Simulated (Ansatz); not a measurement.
# AlH2O (quartet): from Hartree-Fock to the top rungs at a displaced geometry (v2), cc-pVDZ

How much of the correlation energy of AlH2O (quartet) does each wave-function method recover here?

The runs use Ansatz 0.2.0, Gaussian basis; cc-pVDZ, core rule «outside noble gas», up to 6 orbitals frozen.

Plan: UHF; CCSD(T) on ROHF; CCSD(T) on UHF; BCCD(T) on ROHF; CISD; CCSDT(Q) on ROHF; CCSDT(Q) on UHF.

37 further runs of the same task are left out: 16 for a known fault of the program, 10 that didn't finish, 11 set aside as unsound or not needed.

### 1 What is computed

The geometry is a PBE0/def2-TZVP stationary point (not a proven minimum) with its atoms shifted at random (size 0.100 Å).

4 atoms, charge 0, spin multiplicity 4.

Atoms are counted from 1 here; the program's logs count them from 0.

Bond lengths: Al1–O2 1.743 Å, Al1–H3 1.800 Å, Al1–H4 1.696 Å. Angles: O2–Al1–H3 66.4°, O2–Al1–H4 65.3°, H3–Al1–H4 131.7°.

Geometry (Å):

```csv
atom,x (Å),y (Å),z (Å)
Al1,0.0607,-0.0007,0.6488
O2,-0.1042,0.0077,-1.0861
H3,-0.0275,-1.6468,-0.0736
H4,0.0556,1.5421,-0.0554
```

### 2 UHF

Input file in.yaml:

```yaml
crystal:
  periodic: [false, false, false]
  atoms:
    - {symbol: Al, position_ang: [0.060716, -0.000662, 0.648845]}
    - {symbol: O, position_ang: [-0.104158, 0.007712, -1.086095]}
    - {symbol: H, position_ang: [-0.027538, -1.646810, -0.073574]}
    - {symbol: H, position_ang: [0.055571, 1.542116, -0.055360]}
basis:
  gaussian: {orbitals: cc-pVDZ}
magnetization: {spin_polarized: true, initial_magnetization: 3}
hamiltonian: {xc: hf}
output: {orbitals: {seedname: orbitals}}
```

Started as:

```
> ansatz run in.yaml --threads 1 --pin off --events-out ev --progress --plain --max-ram 2393MiB
```

After this run come: CCSD(T) on ROHF; CCSD(T) on UHF; BCCD(T) on ROHF; CISD; CCSDT(Q) on ROHF; CCSDT(Q) on UHF.

Q: Predict the results of all the runs planned. Wanted: UCCSDT(Q) below the RHF energy; RMP2 from UCCSDT(Q); UMP2 from UCCSDT(Q); RCCSD from UCCSDT(Q); RCCSD(T) from UCCSDT(Q); UCCSD(T) from UCCSDT(Q); RCCSDT(Q) from UCCSDT(Q); T1 diagnostic.

As calculated:

| quantity | value |
| --- | --- |
| UCCSDT(Q) below the RHF energy | -7.5246 eV |
| RMP2 from UCCSDT(Q) | +30.62 kcal/mol |
| UMP2 from UCCSDT(Q) | +29.98 kcal/mol |
| RCCSD from UCCSDT(Q) | +7.39 kcal/mol |
| RCCSD(T) from UCCSDT(Q) | +1.97 kcal/mol |
| UCCSD(T) from UCCSDT(Q) | +1.89 kcal/mol |
| RCCSDT(Q) from UCCSDT(Q) | +0.05 kcal/mol |
| levels within 1 kcal/mol (43 meV) | RCCSDT, UCCSDT, RCCSDT(Q) |
| T1 diagnostic | 0.068 |

What this shows: RCCSD(T) misses by +1.97 kcal/mol, 1.1 % of the correlation energy. Coupled cluster took another determinant than the lowest Hartree-Fock one. These misses are within one basis, not against nature; the frozen cores of restricted and unrestricted runs differ, which can shift their rows.
